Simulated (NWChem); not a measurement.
# [NO2]+ (SMILES O=[N+]=O): TPSS0/MIDI! (COSMO-KS water)

Aim: the energy change on altering one bond length of [NO2]+ at TPSS0/MIDI! (COSMO-KS water), from 2 runs. Input form: an ASE script.

Program for the calculation: NWChem 7.3.0.

4 further runs of the same task are left out: 1 that didn't finish, 3 set aside as unsound or not needed.

## (1) The system as given

[NO2]+: 3 atoms, total charge +1, spin state singlet. As SMILES, `O=[N+]=O`. The shape is that of a GFN2-xTB optimisation.

Bond lengths: O1–N2 1.091 Å, N2–O3 1.091 Å. Angles: O1–N2–O3 180.0°.

## (2) A single-point energy at TPSS0/MIDI! (COSMO-KS water)

File m1.xyz:

```xyz
3
NO2 TPSS0
O     -0.563200     0.911190    -0.206000
N     -0.000010    -0.000010     0.000000
O      0.563210    -0.911180     0.206000
```

File run.py:

```python
from ase.io import read
from ase.calculators.nwchem import NWChem

molecule = read('m1.xyz')

calc = NWChem(
    label='m1',
    theory='dft',
    memory='2200 mb',
    basis='"MIDI!"',
    basispar='spherical bse',
    charge=1,
    cosmo={'solvent': 'water', 'do_cosmo_ks': 'true'},
    dft={'xc': 'xtpss03 0.75 ctpss03 1.0 hfexch 0.25', 'mult': '1', 'grid': 'medium', 'mulliken': None},
    task='energy',
)
molecule.calc = calc

print(f"energy = {molecule.get_potential_energy():.6f} eV")
print("dipole (e A):", molecule.get_dipole_moment().round(4))
```

Started as:

```
$ export ASE_NWCHEM_COMMAND="nwchem PREFIX.nwi > PREFIX.nwo"
$ python run.py
```

Log:

```text
energy = -5542.561016 eV
dipole (e A): [ 0. -0.  0.]
```

The calculator wrote m1.nwi:

```
title "m1"

permanent_dir m1

scratch_dir m1

start m1

geometry units angstrom nocenter noautosym noautoz
  O  -5.6320000000000003e-01 9.1119000000000006e-01 -2.0599999999999999e-01
  N  -1.0000000000000001e-05 -1.0000000000000001e-05 0.0000000000000000e+00
  O  5.6320999999999999e-01 -9.1117999999999999e-01 2.0599999999999999e-01
end

charge 1

memory 2200 mb

basis spherical bse noprint
   * library "MIDI!"
end

cosmo
  solvent water
  do_cosmo_ks true
end
dft
  xc xtpss03 0.75 ctpss03 1.0 hfexch 0.25
  mult 1
  grid medium
  mulliken
end

task dft energy
```

m1.nwo, cut to the lines that bear on the results:

```text
[...]
      One electron energy =     -401.775324038555
[... 1 line left out ...]
    Exchange-Corr. energy =      -23.445895141126
[... 2 lines left out ...]
             COSMO energy =       -5.535962913894
[... 9 lines left out ...]
                 sol phase energy =      -203.685362100159
[...]
      Total Density - Mulliken Population Analysis
     ---------------------------------------------
    Atom       Charge   Shell Charges
 -----------   ------   -------------------------------------------------------
    1 O    8     8.03   1.99  1.07  0.83  1.99  2.07  0.07
    2 N    7     5.94   1.99  0.95  0.16  1.75  0.90  0.18
    3 O    8     8.03   1.99  1.07  0.83  1.99  2.07  0.07
[...]
```

Wall time 3.3 s (1 thread of AMD EPYC 7B13 (Zen 3), shared host); peak memory 0.11 GiB.

## (3) The distorted shape at the same level

File no2.xyz:

```xyz
3
NO2 TPSS0
O     -0.506878     0.820073    -0.185400
N      0.056312    -0.091127     0.020600
O      0.563210    -0.911180     0.206000
```

File run.py:

```python
from ase.io import read
from ase.calculators.nwchem import NWChem

mol = read('no2.xyz')

calc = NWChem(
    label='no2',
    theory='dft',
    memory='2200 mb',
    basis='"MIDI!"',
    basispar='spherical bse',
    charge=1,
    cosmo={'solvent': 'water', 'do_cosmo_ks': 'true'},
    dft={'xc': 'xtpss03 0.75 ctpss03 1.0 hfexch 0.25', 'mult': '1', 'grid': 'medium', 'mulliken': None},
    task='energy',
)
mol.calc = calc

print("Total energy (eV):", round(mol.get_potential_energy(), 6))
print("dipole (e A):", mol.get_dipole_moment().round(4))
```

Started as:

```
$ export ASE_NWCHEM_COMMAND="nwchem PREFIX.nwi > PREFIX.nwo"
$ python run.py
```

Log:

```text
Total energy (eV): -5541.014373
dipole (e A): [ 0.1137 -0.1841  0.041 ]
```

The calculator wrote no2.nwi:

```
title "no2"

permanent_dir no2

scratch_dir no2

start no2

geometry units angstrom nocenter noautosym noautoz
  O  -5.0687800000000005e-01 8.2007300000000005e-01 -1.8540000000000001e-01
  N  5.6312000000000001e-02 -9.1127000000000000e-02 2.0600000000000000e-02
  O  5.6320999999999999e-01 -9.1117999999999999e-01 2.0599999999999999e-01
end

charge 1

memory 2200 mb

basis spherical bse noprint
   * library "MIDI!"
end

cosmo
  solvent water
  do_cosmo_ks true
end
dft
  xc xtpss03 0.75 ctpss03 1.0 hfexch 0.25
  mult 1
  grid medium
  mulliken
end

task dft energy
```

no2.nwo, cut to the lines that bear on the results:

```text
[...]
      One electron energy =     -408.839834187100
[... 1 line left out ...]
    Exchange-Corr. energy =      -23.613057528359
[... 2 lines left out ...]
             COSMO energy =       -5.586171704550
[... 9 lines left out ...]
                 sol phase energy =      -203.628524049283
[...]
      Total Density - Mulliken Population Analysis
     ---------------------------------------------
    Atom       Charge   Shell Charges
 -----------   ------   -------------------------------------------------------
    1 O    8     8.08   1.99  1.06  0.86  2.01  2.10  0.07
    2 N    7     5.98   1.99  0.94  0.11  1.85  0.86  0.22
    3 O    8     7.93   1.99  1.05  0.78  2.10  1.94  0.08
[...]
```

It took 3.6 s on 1 thread of AMD EPYC 7B13 (Zen 3), shared host; peak memory 0.11 GiB.

## (4) Results

At TPSS0/MIDI! (COSMO-KS water):

| quantity | value |
| --- | --- |
| first shape: total energy | -203.68536 Eh |
| first shape: HOMO energy | -14.70 eV |
| first shape: LUMO energy | -3.52 eV |
| first shape: HOMO–LUMO gap | 11.18 eV |
| first shape: solvent term in the energy | -333.1 kJ/mol |
| distorted shape: total energy | -203.62852 Eh |
| distorted shape: HOMO energy | -14.71 eV |
| distorted shape: LUMO energy | -2.20 eV |
| distorted shape: HOMO–LUMO gap | 12.50 eV |
| distorted shape: solvent term in the energy | -338.5 kJ/mol |
| energy change with the N2–O3 bond shortened from 1.091 to 0.982 Å | 1.547 eV |

In words: With the N2–O3 bond shortened from 1.091 to 0.982 Å the energy rises by 1.55 eV (36 kcal/mol). The first shape isn't relaxed at this level, so the change isn't measured from a minimum.
